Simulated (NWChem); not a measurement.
**Correlation energy of B**

```
B
```
Charge 0, spin multiplicity 2.

The numbers come from NWChem runs, not from measurements.

Basis set: cc-pVTZ. Each correlation energy counts from its own Hartree-Fock reference.

The correlated methods keep 1 core orbital frozen. The stability of the SCF solutions was not checked. Open-shell Hartree-Fock references start from PBE0 orbitals. No row is a measurement; the coupled-cluster row has its own basis-set and correlation limits.

```
method           correlation energy (mHa)
---------------  ------------------------
URI-MP2                             -44.1
UMP2                                -44.1
SCS-UMP2                              [?]
CCSD on UHF                           [?]
CCSD[T] on UHF                      -66.1
CCSD(T) on UHF                      -66.0
CCSD on ROHF                          [?]
CCSD[T] on ROHF                     -70.0
CCSD(T) on ROHF                     -70.0
CCSDT on ROHF                       -70.3
```

Q: What belongs in the gaps?

A: 
- SCS-UMP2, correlation energy (mHa): -50.1
- CCSD on UHF, correlation energy (mHa): -64.7
- CCSD on ROHF, correlation energy (mHa): -68.5
